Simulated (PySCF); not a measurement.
CO + 2 HF → H₂CO + F₂

Level: PBE in the def2-TZVP basis family, all electrons, no relativity, computed in PySCF with density fitting; open shells unrestricted.

| species | state and structure | ZPE (kJ/mol) | H(298 K) − H(0) (kJ/mol) | S° (J/(mol K)) |
| --- | --- | --- | --- | --- |
| CO | singlet, C∞v, C–O 1.136 Å | 12.7 | 8.7 | 197.7 |
| HF | singlet, C∞v, H–F 0.932 Å | 23.8 | 8.7 | 173.9 |
| H₂CO | singlet, C2v, C–H 1.119 Å (×2), C–O 1.208 Å; H–C–H 115.8°, H–C–O 122.1° (×2) | 67.3 | 10.0 | 218.9 |
| F₂ | singlet, D∞h, F–F 1.413 Å | 6.0 | 8.8 | 202.5 |

**Question.** Is the gas-phase reaction uphill or downhill in electronic energy at this level, and by how much?

**Answer.** At PBE/def2-TZVP, ΔE = 458.1 kJ/mol, uphill. 

**Question.** Add zero-point, thermal and entropy terms for 298.15 K and 1 bar.

**Answer.** ΔZPE = 13.0 and Δ[H(298) − H(0)] = -7.3 kJ/mol give ΔH° = 463.8 kJ/mol. ΔS° = -124.1 J/(mol K), so ΔG° = 463.8 − 298.15 × (-0.1241) = 501 kJ/mol.

Only the bonding shown was studied: isomers, or loss of a ligand pair, can lie lower.
